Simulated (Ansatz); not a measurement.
**Bend profile**

Si$_{2}$H$_{4}$O (SMILES O[SiH]=[SiH2]), closed shell, at its PBE0-D4/def2-TZVP minimum:

O1  (-1.469, -1.061, -0.583)
Si2  (-0.466, 0.209, -0.327)
Si3  (1.348, 0.111, 0.909)
H4  (-2.407, -0.886, -0.673)
H5  (-1.263, 1.470, -0.399)
H6  (2.141, 1.292, 0.451)
H7  (2.115, -1.136, 0.622)
(Å)

The angle H4–O1–Si2 (118.2° at the minimum) is set to the values below, H4, with anything bonded beyond it, turning rigidly in the plane of the angle. Each method's energies count from its own value at the PBE0-D4 minimum structure. Program: Ansatz 0.2.0. Basis: def2-TZVPP. Cores are frozen in the correlated methods.

CCSD(T) energies along the scan:
| angle (°) | CCSD(T) (eV) |
| --- | --- |
| 100.2 | 0.121 |
| 104.7 | 0.063 |
| 109.2 | 0.025 |
| 113.7 | 0.005 |
| 118.2 | 0.000 |
| 122.7 | 0.009 |
| 127.2 | 0.029 |
| 131.7 | 0.059 |
| 136.2 | 0.096 |
They count from the CCSD(T) energy at the PBE0-D4 minimum.

Minimum and curvature along this coordinate at CCSD(T): A fifth-order fit through the nearest points gives 117.4°, with a curvature of about 0.69 meV/deg².

Largest difference from the CCSD(T) curve over the scan: r2SCAN-D4 0.012; PBE0-D4 0.013; HF 0.053; MP2 0.003 eV. Each curve counts from its own value at the minimum.

The T1 diagnostic stays at or below 0.019. The restricted Hartree–Fock reference is unstable towards an unrestricted one here. A large double-excitation amplitude points to some diradical character; no triplet was computed.

For scale, one of the runs: CCSD(T)/def2-TZVPP, 171 basis functions (an equivalent command: `ansatz run in.yaml --threads 2`). The run took 24 s on 2 CPU threads (shared host), with 1.3 GiB of host memory at its peak.
